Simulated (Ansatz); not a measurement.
```yaml
crystal:
  periodic: [false, false, false]
  atoms:
    - {symbol: C, position_ang: [0.000000, 0.000000, -1.388711]}
    - {symbol: N, position_ang: [0.000000, 0.000000, -0.196280]}
    - {symbol: Ge, position_ang: [0.000000, 0.000000, 1.584991]}
basis:
  gaussian: {orbitals: def2-TZVP}
magnetization: {spin_polarized: true, initial_magnetization: 1}
hamiltonian: {xc: pbe0}
relax: {f_tol: 0.004, max_steps: 80}
```

```sh
$ ansatz run in.yaml --threads 1 --pin off --events-out ev --progress --plain --max-ram 2176MiB
```

Steps of the relaxation (energy above the last step; positions in Å, forces in eV/Å):

```
3
step 1, 65.1 meV
C     0.000    0.000   -1.389    0.000    0.000    0.921
N     0.000    0.000   -0.196    0.000    0.000   -2.529
Ge    0.000    0.000    1.585    0.000    0.000    1.609
```

```
3
step 2, 18.3 meV
C     0.000    0.000   -1.394    0.000    0.000    0.231
N     0.000    0.000   -0.211    0.000    0.000   -1.072
Ge    0.000    0.000    1.605    0.000    0.000    0.841
```

```
3
step 3, 0.1 meV
C     0.000    0.000   -1.406    0.000    0.000    0.061
N     0.000    0.000   -0.225    0.000    0.000   -0.126
Ge    0.000    0.000    1.631    0.000    0.000    0.065
```

```
3
step 4, 0.0 meV
C     0.000    0.000   -1.406    0.000    0.000   -0.012
N     0.000    0.000   -0.227    0.000    0.000    0.010
Ge    0.000    0.000    1.633    0.000    0.000    0.002
```

```
3
step 5, 0.0 meV
C     0.000    0.000   -1.406    0.000    0.000    0.000
N     0.000    0.000   -0.227    0.000    0.000    0.000
Ge    0.000    0.000    1.633    0.000    0.000    0.000
```

Close pairs at the end: C1–N2 1.180 Å, N2–Ge3 1.860 Å.

A stationary point of unrestricted PBE0 after 5 steps, with ⟨S²⟩ = 0.756 against 0.75 for a pure state; no frequencies were run, so it isn't proven a minimum. 28 s on 1 thread of Arm Neoverse V1, shared host.
